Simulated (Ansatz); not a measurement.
Total energies of C$_{3}$H$_{4}$S, SMILES `C=CC=S`.

Z-matrix (Å, degrees):
```
C
C 1 1.336
H 1 1.085 2 121.1
H 1 1.083 2 121.8 3 -180.0
C 2 1.442 1 121.8 3 -0.0
H 2 1.086 1 121.3 3 180.0
S 5 1.618 2 125.2 1 -180.0
H 5 1.093 2 114.9 1 -0.0
```

Total charge 0; spin multiplicity 1. The structure was optimised at the PBE0-D4/def2-TZVP level. It is one conformer, not always the lowest. Basis def2-TZVPP, Ansatz 0.2.0.

RPA on PBE orbitals: Hartree–Fock energy of these orbitals -513.43173 Eh, correlation -1.07654 Eh (frozen core).

| functional | energy without D4 (Eh) | D4 term (kJ/mol) |
| --- | --- | --- |
| PBE | -514.60127 | -14.7 |
| revPBE | -514.82686 | -49.2 |
| BLYP | -514.88005 | -33.2 |
| r2SCAN | -514.82774 | -3.6 |
| PBE0 | -514.64194 | -12.3 |
| B3LYP | -514.95268 | -23.8 |
| r2SCANh | -514.81919 | -3.8 |
| HSE06 (plane-wave form) | -514.62799 | -11.4 |
| BHLYP | -514.85029 | -17.3 |
| CAM-B3LYP | -514.86756 | -12.4 |
| LC-ωPBE | -514.71679 | – |
| ωB97X-V | -514.82624 | – |
| ωB97M-V | -514.84870 | – |
| B2PLYP | -514.69560 | – |

Problem. Give the same for LDA (SPW92), B97M-V, r2SCAN0, PBE-QIDH. (Best estimate.)

Solution. Computed: 
| functional | energy without D4 (Eh) | D4 term (kJ/mol) |
| --- | --- | --- |
| LDA (SPW92) | -512.46161 | – |
| B97M-V | -514.83196 | – |
| r2SCAN0 | -514.80729 | -4.2 |
| PBE-QIDH | -514.53371 | – |

B3LYP takes the VWN-RPA correlation (the form of Gaussian; ORCA's B3LYP/G). HSE06 is the plane-wave form, built on full-range PBE exchange. The double hybrids freeze the cores in their second-order part.

LC-ωPBE has ω = 0.4 bohr⁻¹.
